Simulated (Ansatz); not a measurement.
A basis-limit estimate, worked out

An elementary step of AlH2ClO, singlet (AlH₂ClO ([OH][AlH][Cl]) → AlCl + H₂O (still joined by a long Al–O bond); bonds formed: O2–H3; bonds broken: Al1–H3; bonds weakened to dative contacts: Al1–O2). “Start” is the structure reached by relaxing down from the saddle towards the reactants; PBE0-D4/def2-TZVP structures. The saddle:

| atom | x (Å) | y (Å) | z (Å) |
| --- | --- | --- | --- |
| Al1 | -0.2604 | -0.8319 | 0.4413 |
| O2 | 0.3210 | 0.3612 | -0.7960 |
| H3 | -0.6661 | -0.4517 | -1.1837 |
| Cl4 | 0.2405 | -0.4012 | 2.4551 |
| H5 | 0.3650 | 1.3237 | -0.9167 |

Computed with Ansatz 0.2.0 (basis: def2-TZVPP and def2-QZVPP); correlated methods freeze the cores.

Energies in eV:

| quantity | saddle | start |
| --- | --- | --- |
| Hartree–Fock, triple zeta (X = 3) | -21156.60243 | -21160.52401 |
| Hartree–Fock, quadruple zeta (X = 4) | -21157.25119 | -21161.17353 |
| MP2 correlation, X = 3 | -14.53533 | -13.81860 |
| MP2 correlation, X = 4 | -15.80281 | -15.07887 |
| CCSD(T) correlation, X = 3 | -15.82884 | -15.05006 |

(1) Work out the barrier at the basis limit: extrapolate Hartree–Fock as E(X) = E∞ + A exp(−7.88 √X) and the MP2 correlation as E(X) = E∞ + B X^−2.97 (the exponents that Neese and Valeev fitted for def2-TZVPP and QZVPP), then add CCSD(T) − MP2 in triple zeta.

The T1 diagnostic stays at or below 0.017. The restricted Hartree–Fock reference is unstable towards an unrestricted one at one or more of these structures.

## Answers

(1) Each step is linear, so take the differences first (saddle − start): Hartree–Fock 3.92158 (X = 3) and 3.92234 (X = 4); MP2 correlation -0.71673 and -0.72394; CCSD(T) correlation -0.77878.
Two points give E∞ = E(4) + w [E(4) − E(3)], with w = 1/(exp(7.88 (2 − √3)) − 1) = 0.1377 for Hartree–Fock and w = 1/((4/3)^2.97 − 1) = 0.7407 for the correlation.
Hartree–Fock: 3.92234 + 0.1377 × 0.00076 = 3.9224 eV.
MP2 correlation: -0.72394 + 0.7407 × (-0.00721) = -0.7293 eV.
CCSD(T) − MP2: -0.77878 − (-0.71673) = -0.0621 eV.
Sum: 3.9224 + (-0.7293) + (-0.0621) = 3.1310 eV, or 72.20 kcal/mol. Plain CCSD(T) in triple zeta gives 3.1428 eV, so the larger basis shifts the result by -0.0118 eV.

Labels in which every atom is bracketed show which atoms are joined, not bond orders.

For scale, one of the runs: CCSD(T)/def2-TZVPP, 143 basis functions, launched by `ansatz run in.yaml --threads 2 --pin off --events-out ev --progress --plain --max-ram 4352MiB`. The run took 9.5 s on 2 CPU threads of an Arm Neoverse V2 (shared host), with 0.77 GiB of host memory at its peak.
